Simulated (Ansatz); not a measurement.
Relaxation of BH5O (7 atoms, charge 0, multiplicity 1), to a largest force component of 0.03 eV/Å in at most 50 steps.

These are results of Ansatz, RKS PBE/def2-TZVP, not measurements.

```xyz
7
Properties=species:S:1:pos:R:3
B 0.008 0.363 -0.640
O 0.947 -0.696 -0.425
H -0.947 0.076 -1.304
H 0.220 1.470 -0.215
H -0.686 -0.581 1.162
H -1.272 -0.255 1.362
H 1.730 -0.376 0.060
```

Q: Where does it end, and by what steps?

A: The run converged. After 9 steps the energy has fallen by 0.273 eV; H5 moved furthest, 0.80 Å.

| step | energy less start (eV) | largest force component (eV/Å) | accepted |
| --- | --- | --- | --- |
| 0 | 0.0000 | 1.946 | yes |
| 1 | -0.1794 | 1.108 | yes |
| 2 | -0.2242 | 1.190 | yes |
| 3 | -0.2647 | 0.408 | yes |
| 4 | -0.2596 | 0.500 | no |
| 5 | -0.2700 | 0.114 | yes |
| 6 | -0.2719 | 0.065 | yes |
| 7 | -0.2724 | 0.042 | yes |
| 8 | -0.2727 | 0.087 | yes |
| 9 | -0.2730 | 0.025 | yes |

```xyz
7
Properties=species:S:1:pos:R:3
B 0.212 0.420 -0.890
O 1.105 -0.579 -0.657
H -0.752 0.133 -1.548
H 0.401 1.530 -0.452
H -1.204 -0.887 1.695
H -1.626 -0.330 1.974
H 1.864 -0.288 -0.123
```

Whether the end is a true minimum wasn't checked by a vibrational analysis.

Time of the run: 6 s on 2 threads of AMD EPYC 7R43 64-Core Processor (Zen 3) (shared host), peak memory 0.14 GiB.
